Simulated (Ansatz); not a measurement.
**Property card for Cr2N**

Level of theory: Ansatz, DFT r2SCAN, scalar-relativistic, plane waves, PAW.

Plane waves to 500 eV, a k mesh through Γ of 12×12×8 on the computed 9-atom cell and Gaussian smearing (0.10 eV); collinear spin from starting moments 1.08 1.08 1.08 1.08 1.08 1.08 0 0 0 μB.

The structure is relaxed at this level of theory with its symmetry kept.

```
CELL_PARAMETERS angstrom
4.72822 0.00000 0.00000
-2.36411 4.09476 0.00000
0.00000 0.00000 4.49109
ATOMIC_POSITIONS crystal
Cr 0.34308 0.00000 0.23876
Cr 0.00000 0.34308 0.23876
Cr 0.65692 0.65692 0.23876
Cr 0.00000 0.65692 0.76124
Cr 0.65692 0.00000 0.76124
Cr 0.34308 0.34308 0.76124
N 0.33333 0.66667 0.50000
N 0.66667 0.33333 0.50000
N 0.00000 0.00000 0.00000
```

Formation energy from the elements' standard states (uncorrected)?

-0.292 eV/atom.

Density of states at the Fermi level?

6.95 states/eV per cell.

Löwdin character within 0.5 eV of the Fermi level?

Cr 3d 95 %.

Bader charges (e)?

Cr (6 in the cell) 0.80, N (2 in the cell) -1.59, N (1 in the cell) -1.65.

Total moment?

6.68 μB per cell.

Site moments (μB; atoms counted from 1 over the whole cell)?

Cr (atom 1) 0.98, Cr (atom 2) 0.98, Cr (atom 3) 0.98, Cr (atom 4) 0.98, Cr (atom 5) 0.98, Cr (atom 6) 0.98, N (atom 7) -0.05, N (atom 8) -0.05, N (atom 9) -0.09.

The state reached may not be the lowest one. Moments started parallel, and an antiferromagnetic order may lie lower.

Only this magnetic start was tried.

Cost: 1 run of about 10 core-minutes, on Oxide Virtual Turin-like Processor (Zen 5) (shared hosts).